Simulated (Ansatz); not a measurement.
# Match the barriers

Saddle point of CH₄FO (charge -1), singlet ([CH₃F ([CH3][F]) + OH]⁻ → [CH₄O ([CH3][OH]) + F]⁻; bonds formed: C2–O3; bonds broken: F1–C2), PBE0-D4/def2-TZVPD structure:

```
7
angstrom
F -0.9776 -1.0034 1.6141
C -0.2600 -0.1555 0.2663
O 0.4996 0.8354 -1.2989
H -1.2030 0.1862 -0.1184
H 0.1792 -1.0486 -0.1386
H 0.3134 0.4933 0.9023
H 1.4483 0.6926 -1.2268
```

Ansatz 0.2.0; basis: def2-TZVPPD, with def2-QZVPPD for the basis limit; cores frozen in the correlated methods. Extrapolation: Hartree–Fock as exp(−7.88 √X), correlation as X^−2.97. Four methods, as single points on the PBE0-D4 structures, gave these electronic barriers from the start structure: 0.189, 0.393, 0.512, 0.813 eV.

Q: The methods were, in alphabetical order, HF, MP2, PBE-D4, PBE0-D4. Which gave which? (A judgement: the text doesn't fix the answer.)

A: The calculation gives: PBE-D4 0.189; PBE0-D4 0.393; MP2 0.512; HF 0.813 eV. For comparison, CCSD(T) at an estimated basis limit (MP2 extrapolated from triple and quadruple zeta, plus CCSD(T) − MP2 in triple zeta) gives 0.478 eV.

T1 diagnostic: at most 0.021.

Labels in which every atom is bracketed show which atoms are joined, not bond orders.

For scale, one of the runs: CCSD(T)/def2-TZVPPD, 185 basis functions, launched by `ansatz run in.yaml --threads 2 --pin off --events-out ev --progress --plain --max-ram 4352MiB`. Hardware: 2 CPU threads of an AMD EPYC 7R43, shared host. Wall time 87 s; peak host memory 2 GiB.
